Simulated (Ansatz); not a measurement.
Basis-set extrapolation for C2HNO, SMILES `N#CC=O` (PBE0-D4/def2-TZVP geometry, frozen core, Ansatz 0.2.0). Multiplicity 1, RHF reference.

```tsv
	def2-TZVPP	def2-QZVPP
HF	-205.672381	-205.680897
MP2 correlation	-0.713821	-0.763805
CCSD(T) correlation	-0.753073	not run
```

Energies in hartree. Use E(X) = E(∞) + A·exp(−7.88·√X) for Hartree–Fock and E(X) = E(∞) + B·X^(−2.97) for correlation, with X = 3 and 4, and add CCSD(T) minus MP2 of the smaller set to the MP2 limit.

Problem. What is the CCSD(T) energy at the basis-set limit?

Solution. HF limit: -205.680897 + (-0.008516) × 0.13774 = -205.68207. MP2 limit: -0.763805 + (-0.049984) × 0.74074 = -0.80083. Higher-order term: -0.753073 − (-0.713821) = -0.03925. Total: -206.52215 hartree, 253.9 kJ/mol below CCSD(T)/def2-TZVPP.
